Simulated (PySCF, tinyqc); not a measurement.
Inside a calculation. Method: CISD on RHF in the sto-3g basis, frozen core, for OH-, spin multiplicity 1. The basis has no diffuse functions, so it cannot describe the extra electron: this is an exercise in the method, not the real anion. The lowest restricted solution is unstable here: a spin-polarised one lies 0.0000 hartree lower (PySCF). Computed by tinyqc, a small Python program that keeps every step (integrals from PySCF). Settings: charge = -1, multiplicity = 1, basis = sto-3g, method = RHF, frozen orbitals = 1, energy threshold = 1e-10, iteration cap = 72, orthogonalisation = symmetric, start = atomic densities, DIIS depth = 6, ci = CISD, davidson = 1. Command: `OMP_NUM_THREADS=1 python tinyqc.py 21576 21577 out.jsonl` (the two numbers bound the seeds that draw the settings). One thread of a shared host (Intel(R) Xeon(R) Processor @ 2.60GHz), about 0.2 s of CPU time with the checks. Later iterations appear only in the table of the cycle.

## One-electron integrals

Geometry (angstrom):
```
atom        x        y        z
O     0.00000  0.00000  0.00000
H     0.00000  0.00000  1.47500
```

Basis sto-3g: exponents (1/bohr^2) and contraction coefficients of normalised primitives:
```
element  l (shell)   exponent  coefficient
O            s (1)  130.70932      0.15433
O            s (1)   23.80886      0.53533
O            s (1)    6.44361      0.44463
O            s (2)    5.03315     -0.09997
O            s (2)    1.16960      0.39951
O            s (2)    0.38039      0.70012
O            p (3)    5.03315      0.15592
O            p (3)    1.16960      0.60768
O            p (3)    0.38039      0.39196
H            s (1)    3.42525      0.15433
H            s (1)    0.62391      0.53533
H            s (1)    0.16886      0.44463
```

Overlap, kinetic and nuclear-attraction integrals over the contracted functions; the nuclear repulsion is the sum of Za Zb / Rab.

nuclear repulsion = 2.8701137 hartree

overlap S, lower triangle:
```
          1O 1s    1O 2s   1O 2px   1O 2py   1O 2pz    2H 1s
1O 1s   1.00000
1O 2s   0.23670  1.00000
1O 2px  0.00000  0.00000  1.00000
1O 2py  0.00000  0.00000  0.00000  1.00000
1O 2pz  0.00000  0.00000  0.00000  0.00000  1.00000
2H 1s   0.01625  0.20791  0.00000  0.00000  0.20525  1.00000
```

kinetic energy T (hartree), lower triangle:
```
           1O 1s     1O 2s   1O 2px   1O 2py   1O 2pz    2H 1s
1O 1s   29.00320
1O 2s   -0.16801   0.80813
1O 2px   0.00000   0.00000  2.52873
1O 2py   0.00000   0.00000  0.00000  2.52873
1O 2pz   0.00000   0.00000  0.00000  0.00000  2.52873
2H 1s   -0.00495  -0.00429  0.00000  0.00000  0.04114  0.76003
```

nuclear attraction V (hartree), lower triangle:
```
            1O 1s     1O 2s    1O 2px    1O 2py    1O 2pz     2H 1s
1O 1s   -60.97722
1O 2s    -7.26800  -9.41058
1O 2px    0.00000   0.00000  -9.32451
1O 2py    0.00000   0.00000   0.00000  -9.32451
1O 2pz   -0.00654  -0.08230   0.00000   0.00000  -9.36514
2H 1s    -0.51019  -1.35907   0.00000   0.00000  -1.15442  -4.08379
```

core Hamiltonian H = T + V (hartree), lower triangle:
```
            1O 1s     1O 2s    1O 2px    1O 2py    1O 2pz     2H 1s
1O 1s   -31.97402
1O 2s    -7.43601  -8.60245
1O 2px    0.00000   0.00000  -6.79577
1O 2py    0.00000   0.00000   0.00000  -6.79577
1O 2pz   -0.00654  -0.08230   0.00000   0.00000  -6.83641
2H 1s    -0.51514  -1.36336   0.00000   0.00000  -1.11329  -3.32376
```

## Two-electron integrals

Functions are numbered as in S; the eight-fold symmetry (ij|kl) = (ji|kl) = (kl|ij) leaves the list below.

Two-electron integrals (ij|kl) in chemists' order, unique and non-zero (hartree):
```
(11|11) 4.78507   (21|11) 0.74138   (21|21) 0.13687   (22|11) 1.11895
(22|21) 0.25663   (22|22) 0.81721   (31|31) 0.02448   (32|31) 0.03781
(32|32) 0.18052   (33|11) 1.11581   (33|21) 0.25668   (33|22) 0.81702
(33|33) 0.88016   (41|41) 0.02448   (42|41) 0.03781   (42|42) 0.18052
(43|43) 0.04744   (44|11) 1.11581   (44|21) 0.25668   (44|22) 0.81702
(44|33) 0.78527   (44|44) 0.88016   (51|51) 0.02448   (52|51) 0.03781
(52|52) 0.18052   (53|53) 0.04744   (54|54) 0.04744   (55|11) 1.11581
(55|21) 0.25668   (55|22) 0.81702   (55|33) 0.78527   (55|44) 0.78527
(55|55) 0.88016   (61|11) 0.05144   (61|21) 0.00943   (61|22) 0.01760
(61|33) 0.01757   (61|44) 0.01757   (61|51) 0.00040   (61|52) 0.00076
(61|55) 0.01766   (61|61) 0.00066   (62|11) 0.15334   (62|21) 0.03574
(62|22) 0.12987   (62|33) 0.12757   (62|44) 0.12757   (62|51) 0.00262
(62|52) 0.02204   (62|55) 0.13433   (62|61) 0.00251   (62|62) 0.02811
(63|31) 0.00337   (63|32) 0.02094   (63|53) 0.00432   (63|63) 0.00360
(64|41) 0.00337   (64|42) 0.02094   (64|54) 0.00432   (64|64) 0.00360
(65|11) 0.12380   (65|21) 0.02918   (65|22) 0.11343   (65|33) 0.10869
(65|44) 0.10869   (65|51) 0.00515   (65|52) 0.03832   (65|55) 0.12278
(65|61) 0.00211   (65|62) 0.02996   (65|65) 0.03521   (66|11) 0.35708
(66|21) 0.08448   (66|22) 0.35382   (66|33) 0.34276   (66|44) 0.34276
(66|51) 0.00630   (66|52) 0.07588   (66|55) 0.37567   (66|61) 0.00594
(66|62) 0.10721   (66|65) 0.13151   (66|66) 0.77461
```

## Orthogonalisation

S = U s U^T; symmetric (Loewdin) form X = U s^(-1/2) U^T, so that X^T S X = 1.

eigenvalues of S: 0.65831  0.85294  1.00000  1.00000  1.13149  1.35725

X, lower triangle:
```
           1O 1s     1O 2s   1O 2px   1O 2py    1O 2pz    2H 1s
1O 1s    1.02222
1O 2s   -0.12494   1.04017
1O 2px   0.00000   0.00000  1.00000
1O 2py   0.00000   0.00000  0.00000  1.00000
1O 2pz  -0.00215   0.01755  0.00000  0.00000   1.01687
2H 1s    0.01164  -0.11245  0.00000  0.00000  -0.10856  1.03447
```

## Starting guess

The start is atomic minimal-basis densities projected into this basis (PySCF's MINAO start) and scaled to the electron count of each spin; this density is not idempotent, so its energy is not variational and may lie below the converged one.

D at the start, lower triangle:
```
           1O 1s     1O 2s   1O 2px   1O 2py   1O 2pz    2H 1s
1O 1s    2.38829
1O 2s   -0.55971   2.36672
1O 2px   0.00000   0.00000  1.45572
1O 2py   0.00000   0.00000  0.00000  1.45572
1O 2pz   0.00788  -0.03862  0.00000  0.00000  1.39783
2H 1s   -0.01858   0.07715  0.00000  0.00000  0.14624  1.10919
```

## Iteration 1: building the Fock matrix

J_ij = sum D_kl (ij|kl), K_ij = sum D_kl (ik|jl); F = H + J - 0.5 K; E = tr D H + tr D J / 2 - 0.25 tr D K + E_nn.

Coulomb J (hartree), lower triangle:
```
           1O 1s    1O 2s   1O 2px   1O 2py   1O 2pz    2H 1s
1O 1s   18.50879
1O 2s    3.43831  8.28496
1O 2px   0.00000  0.00000  8.26428
1O 2py   0.00000  0.00000  0.00000  8.26428
1O 2pz   0.00635  0.08539  0.00000  0.00000  8.30045
2H 1s    0.23730  1.32303  0.00000  0.00000  1.17737  4.02688
```

exchange K (hartree), lower triangle:
```
           1O 1s    1O 2s   1O 2px   1O 2py   1O 2pz    2H 1s
1O 1s   11.02800
1O 2s    1.84241  2.80795
1O 2px   0.00000  0.00000  1.86838
1O 2py   0.00000  0.00000  0.00000  1.86838
1O 2pz   0.00330  0.03213  0.00000  0.00000  1.89251
2H 1s    0.14098  0.57180  0.00000  0.00000  0.44290  1.03667
```

Fock matrix F (hartree), lower triangle:
```
            1O 1s     1O 2s   1O 2px   1O 2py    1O 2pz    2H 1s
1O 1s   -18.97923
1O 2s    -4.91890  -1.72146
1O 2px    0.00000   0.00000  0.53432
1O 2py    0.00000   0.00000  0.00000  0.53432
1O 2pz   -0.00184  -0.01297  0.00000  0.00000   0.51779
2H 1s    -0.34832  -0.32623  0.00000  0.00000  -0.15737  0.18478
```

total energy of this density = -78.8455705 hartree

This density is the starting one; it is not idempotent, so its energy is not variational and may lie below the converged one.

## Iteration 1: diagonalisation and new density

Diagonalise F' = X^T F X, C = X C', fill 5 alpha and 5 beta electrons from the bottom; D = 2 C_occ C_occ^T. Each column has its largest component positive (the first on a tie).

F' = X^T F X (hartree), lower triangle:
```
           1         2        3        4         5        6
1  -18.60990
2   -2.62763  -0.81113
3    0.00000   0.00000  0.53432
4    0.00000   0.00000  0.00000  0.53432
5   -0.01337   0.03425  0.00000  0.00000   0.57271
6   -0.00039  -0.23520  0.00000  0.00000  -0.25083  0.29492
```

orbital energies (hartree): MO1 -18.98977, MO2 -0.50079, MO3 0.19673, MO4 0.53432, MO5 0.53432, MO6 0.74044

coefficients C:
```
             MO1       MO2       MO3      MO4       MO5       MO6
1O 1s    0.99385  -0.25527   0.07701  0.00000   0.00000  -0.04318
1O 2s    0.02498   0.96921  -0.35337  0.00000   0.00000   0.21364
1O 2px   0.00000   0.00000   0.00000  0.41085   0.91170   0.00000
1O 2py   0.00000   0.00000   0.00000  0.91170  -0.41085   0.00000
1O 2pz   0.00064   0.02201   0.47154  0.00000   0.00000   0.90735
2H 1s   -0.00278   0.18909   0.78804  0.00000   0.00000  -0.66175
```

D after iteration 1, lower triangle:
```
           1O 1s     1O 2s   1O 2px   1O 2py   1O 2pz    2H 1s
1O 1s    2.11765
1O 2s   -0.49958   2.12974
1O 2px   0.00000   0.00000  2.00000
1O 2py   0.00000   0.00000  0.00000  2.00000
1O 2pz   0.06267  -0.29055  0.00000  0.00000  0.44566
2H 1s    0.01931  -0.19053  0.00000  0.00000  0.75151  1.31356
```

Within a degenerate level the vectors are fixed only up to a rotation; this is one choice.

## Iteration 7 (converged): orbitals

converged F (hartree), lower triangle:
```
            1O 1s     1O 2s   1O 2px   1O 2py    1O 2pz    2H 1s
1O 1s   -19.57376
1O 2s    -5.00935  -1.84959
1O 2px    0.00000   0.00000  0.13589
1O 2py    0.00000   0.00000  0.00000  0.13589
1O 2pz   -0.01104   0.03355  0.00000  0.00000   0.56967
2H 1s    -0.35203  -0.30585  0.00000  0.00000  -0.21693  0.15211
```

As before.

F' = X^T F X (hartree), lower triangle:
```
           1         2        3        4         5        6
1  -19.21013
2   -2.63203  -0.93882
3    0.00000   0.00000  0.13589
4    0.00000   0.00000  0.00000  0.13589
5   -0.02900   0.08760  0.00000  0.00000   0.64070
6   -0.00383  -0.20262  0.00000  0.00000  -0.32090  0.26882
```

orbital energies (hartree): MO1 -19.58179, MO2 -0.61292, MO3 0.10676, MO4 0.13589, MO5 0.13589, MO6 0.84851

coefficients C:
```
             MO1       MO2       MO3      MO4       MO5       MO6
1O 1s    0.99473  -0.25809   0.05348  0.00000   0.00000  -0.04155
1O 2s    0.02154   0.99803  -0.26774  0.00000   0.00000   0.20568
1O 2px   0.00000   0.00000   0.00000  0.99973  -0.02305   0.00000
1O 2py   0.00000   0.00000   0.00000  0.02305   0.99973   0.00000
1O 2pz   0.00100  -0.02188   0.44451  0.00000   0.00000   0.92090
2H 1s   -0.00260   0.11475   0.82145  0.00000   0.00000  -0.63777
```

D after iteration 7, lower triangle:
```
           1O 1s     1O 2s   1O 2px   1O 2py   1O 2pz    2H 1s
1O 1s    2.11793
1O 2s   -0.50094   2.13641
1O 2px   0.00000   0.00000  2.00000
1O 2py   0.00000   0.00000  0.00000  2.00000
1O 2pz   0.06083  -0.28167  0.00000  0.00000  0.39614
2H 1s    0.02346  -0.21094  0.00000  0.00000  0.72526  1.37589
```

Within a degenerate level the vectors are fixed only up to a rotation; this is one choice.

## Convergence

Stop when the energy changes by less than 1e-10 hartree and every element of the error matrix X^T (F D S - S D F) X is below 3e-06.

Course of the cycle:
```
iteration  E (hartree)     change  largest element of the error matrix
1          -78.8455705          -                             5.28e-01
2          -74.0095721   4.84e+00                             4.40e-02
3          -74.0108877  -1.32e-03                             1.36e-03
4          -74.0108891  -1.44e-06                             2.09e-04
5          -74.0108891  -3.22e-08                             1.86e-05
6          -74.0108891  -2.31e-10                             1.28e-07
7          -74.0108891    0.00000                             5.55e-08
```

PySCF RHF in the same basis = -74.0108891 hartree

Converged in 7 iterations.

## Populations, bond orders and dipole

Mulliken: Z minus the diagonal of D S on the atom; Loewdin: the same with S^(1/2) D S^(1/2); Mayer order: 2 sum_s sum (D(s) S)_ij (D(s) S)_ji over the two atoms.

Charges (e):
```
atom  Mulliken   Loewdin
1O    -0.51872  -0.52756
2H    -0.48128  -0.47244
```

Mayer bond orders:
```
pair    order
2-1   0.76837
```

dipole moment about the origin, x y z (debye): 0.00000  0.00000  -2.87544

## Integrals over molecular orbitals

(pq|rs) = sum C_ip C_jq C_kr C_ls (ij|kl), one index at a time.

one-electron integrals over orbitals h = C^T H C (hartree), lower triangle:
```
           1         2         3         4         5         6
1  -31.95794
2    0.62503  -7.18728
3   -0.12457   0.53971  -4.32806
4    0.00000   0.00000   0.00000  -6.79577
5    0.00000   0.00000   0.00000   0.00000  -6.79577
6    0.09875  -0.47822  -1.61890   0.00000   0.00000  -5.83415
```

Two-electron integrals over orbitals (pq|rs), unique and non-zero (hartree); the lowest 1 orbital is frozen and left out:
```
(22|22) 0.76652    (32|22) -0.06911   (32|32) 0.08039    (33|22) 0.48216
(33|32) 0.03969    (33|33) 0.60979    (42|42) 0.16660    (43|42) -0.02810
(43|43) 0.01797    (44|22) 0.78841    (44|32) -0.07698   (44|33) 0.46566
(44|44) 0.88016    (52|52) 0.16660    (53|52) -0.02810   (53|53) 0.01797
(54|54) 0.04744    (55|22) 0.78841    (55|32) -0.07698   (55|33) 0.46566
(55|44) 0.78527    (55|55) 0.88016    (62|22) 0.04470    (62|32) 0.06697
(62|33) 0.00819    (62|44) 0.05212    (62|55) 0.05212    (62|62) 0.12117
(63|22) 0.18859    (63|32) -0.07868   (63|33) -0.06440   (63|44) 0.19363
(63|55) 0.19363    (63|62) 0.00377    (63|63) 0.18610    (64|42) 0.02075
(64|43) 0.01730    (64|64) 0.03834    (65|52) 0.02075    (65|53) 0.01730
(65|65) 0.03834    (66|22) 0.68331    (66|32) -0.01294   (66|33) 0.55600
(66|44) 0.67726    (66|55) 0.67726    (66|62) 0.06111    (66|63) 0.10940
(66|66) 0.70128
```

## CISD: determinants and Hamiltonian

one-electron integrals dressed by the frozen orbital, h + 2 (pq|11) - (p1|1q) (hartree), lower triangle:
```
          2         3         4         5         6
2  -5.08382
3   0.28113  -3.21367
4   0.00000   0.00000  -4.59095
5   0.00000   0.00000   0.00000  -4.59095
6  -0.30674  -0.98574   0.00000   0.00000  -3.95518
```

energy of the frozen orbital, 2 h_11 + (11|11) = -59.1672391 hartree

Hartree-Fock energy = -74.0108891 hartree

Slater-Condon rules over spin orbitals, with the nuclear repulsion and the energy of the frozen orbital added and E(HF) subtracted on the diagonal. Only determinants linked to the reference directly or through others are kept (one block of an abelian symmetry group), so some states are absent.

Occupation strings over the orbitals (2 doubly, a alpha, b beta, 0 empty; spin orbitals ordered 1a 1b 2a 2b ...): 222220 22a22b 2a222b 22b22a 2b222a 222202 222022 220222 2ab222 2ba222 202222

H - E(HF) between determinants (hartree), lower triangle:
```
          222220    22a22b    2a222b    22b22a    2b222a    222202    222022    220222
222220   0.00000
22a22b   0.00000   0.37186
2a222b   0.00000   0.01670   0.89929
22b22a   0.00000  -0.18610  -0.00377   0.37186
2b222a   0.00000  -0.00377  -0.12117   0.01670   0.89929
222202   0.03834  -0.01730  -0.02075   0.01730   0.02075   0.37435
222022   0.03834  -0.01730  -0.02075   0.01730   0.02075   0.04744   0.37435
220222   0.18610   0.17380   0.07868  -0.17380  -0.07868   0.01797   0.01797   0.94280
2ab222  -0.00377  -0.07868   0.07919   0.05293  -0.06697   0.02810   0.02810  -0.06933
2ba222   0.00377   0.05293  -0.06697  -0.07868   0.07919  -0.02810  -0.02810   0.06933
202222   0.12117  -0.06697   0.01642   0.06697  -0.01642   0.16660   0.16660   0.08039

          2ab222    2ba222   202222
2ab222   1.21529
2ba222  -0.08039   1.21529
202222   0.03947  -0.03947  1.89975
```

## CISD: roots

Diagonalise (each vector has its largest component positive (the first on a tie)); all determinants have Ms = 0, so triplets appear too. The lowest singlet root is the correlation energy.

lowest roots of this matrix, relative to E(HF) (hartree): -0.04683  0.18476  0.32691  0.36943  0.44103  0.77802  0.85397  1.13598

lowest vectors:
```
          root 1    root 2    root 3    root 4
222220   0.97410   0.00000   0.00000   0.00359
22a22b   0.04859   0.70667   0.00000   0.22694
2a222b   0.01224  -0.01580   0.00000   0.06570
22b22a  -0.04859   0.70667   0.00000  -0.22694
2b222a  -0.01224  -0.01580   0.00000  -0.06570
222202  -0.05309   0.00000   0.70711   0.64771
222022  -0.05309   0.00000  -0.70711   0.64771
220222  -0.19708   0.00000   0.00000  -0.18819
2ab222  -0.00061   0.01936   0.00000  -0.02673
2ba222   0.00061   0.01936   0.00000   0.02673
202222  -0.04025   0.00000   0.00000  -0.11160
```

<S^2> of these roots: 0.00000  2.00000  0.00000  0.00000  0.00000  2.00000  0.00000  2.00000

weight of the ground state by excitation level 0, 1, 2, ...: 0.94888  0.00502  0.04610

With one virtual orbital singles and doubles already span the full space.

## The lowest root by the Davidson method

Start from the reference; add the residual divided by (theta - H_ii), orthogonalised, at each step.

Davidson iterations:
```
iteration  subspace  lowest Ritz value (hartree)  residual norm
1                 1                            0       2.29e-01
2                 2                   -0.0428219       4.69e-02
3                 3                   -0.0466497       1.54e-02
4                 4                   -0.0468320       1.67e-03
5                 5                   -0.0468346       6.55e-06
6                 6                   -0.0468346       1.23e-06
7                 7                   -0.0468346       1.96e-16
```
